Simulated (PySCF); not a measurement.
**Structure from 2D NMR**

Compound of formula C₆H₈. Correlations simulated from computed shifts and the bond graph:

HSQC (one-bond C–H):
```
  δH     δC
5.95  131.3
2.88   30.5
```

COSY cross peaks (H two or three bonds apart, from the bond graph; peaks can be absent where the dihedral angle is near 90°):
```
  δH    δH
5.95  2.88
```

HMBC (two and three bonds, from the bond graph):
```
  δH           δC
5.95  131.3, 30.5
2.88        131.3
```

[PySCF 2.14.0 with density-fitted response routines: σ from GIAO-PBE0/pcSseg-1; geometry: GFN2-xTB; non-relativistic; fast rotation and ring inversion assumed for equivalent nuclei; one computed conformer; gas phase]

References, each an isolated molecule treated in the same way: $^{1}$H (σref 31.72) and $^{13}$C (σref 186.93) against TMS.

Exchangeable hydrogens are left out of these lists.

Question: Work out the connectivity.

Answer: 1,4-cyclohexadiene (SMILES C1C=CCC=C1).

Numbering as in the mapped SMILES `[CH:1]1=[CH:2][CH2:3][CH:4]=[CH:5][CH2:6]1`. Each H is labelled by its parent atom.

1. δC 131.3 is C1/C2/C4/C5, an alkene CH (δH 5.95).
2. δC 30.5 is C3/C6, an allylic sp3 CH2 (δH 2.88).
3. COSY links 5.95–2.88.

The shifts were computed for this structure.

Shifts are as computed. Against solution values, carbons near 30 ppm lie about +3 ppm off and those near 130 ppm about +5 ppm. Of 1211 compounds with measured shifts, 218 miss one by over three times the rms of a fit or turn the order of signals round; such compounds aren't used in these exercises.
